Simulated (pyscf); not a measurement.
`[SeH2]` + `[F][GaH2]` → `[GaH2][SeH]` + `[FH]`, a four-centre exchange (singlet surface; H–Se, F–Ga broken, Ga–Se, F–H formed). PySCF, gas phase, ωB97X-D3(BJ)/def2-SVP geometries. Correlated levels are frozen-core, on RHF or UHF. ΔMP2 is the change of the MP2 total energy from the triple- to the quadruple-zeta basis. Energies in kcal/mol from the separated reactants.

AM1 to PM7: differences of heats of formation from MOPAC, which are fitted to 298 K values and so differ in kind from electronic energies by zero-point and thermal terms. 

Question: Quick PM6 single points give ΔE‡ = 31.7 kcal/mol and ΔE = +42.0 kcal/mol. What does CCSD(T)/def2-TZVPP + ΔMP2(QZVPP) give, and how far is the quick result from it?

Answer: CCSD(T)/def2-TZVPP + ΔMP2(QZVPP) gives ΔE‡ = -3.8 kcal/mol and ΔE = -5.1 kcal/mol. PM6 lies 35.5 kcal/mol over it in the barrier and 47.1 kcal/mol over it in the reaction energy, so on this step it does not hold to within 3.0 kcal/mol. CCSD(T)/def2-TZVPP + ΔMP2(QZVPP) has limits of its own. On the reactant side the descent ends in an adduct with a Ga–Se contact, 15.2 kcal/mol under the separated species and 7.9 kcal/mol under the saddle at ωB97X-D3(BJ)/def2-TZVP. On the product side the descent ends in an adduct with a F–Ga contact, 10.0 kcal/mol under the separated species and 8.5 kcal/mol under the saddle at ωB97X-D3(BJ)/def2-TZVP. At CCSD(T) the saddle lies under the separated reactants, which points to a path from their complex (located at ωB97X-D3(BJ) alone). What is counted as formed (Ga–Se) is already present as a longer contact in the reactant adduct; forming that adduct is a step of its own. What is counted as broken (F–Ga) persists as a longer contact in the product adduct; parting that adduct is a step of its own. At ωB97X-D3(BJ)/def2-TZVP the barrier from the zero used here is -7.3 kcal/mol. One saddle was located; it need not be the lowest between these sides. The CCSD(T) − MP2 part came from Ansatz, without density fitting, on the same reference. The frozen core leaves the outer d or s,p core shells of the metals and heavy elements correlated in the MP2 and CC values, and def2-TZVPP describes them poorly, which can shift differences by a few kcal/mol. In the def2 sets elements up to Kr have no core potential.
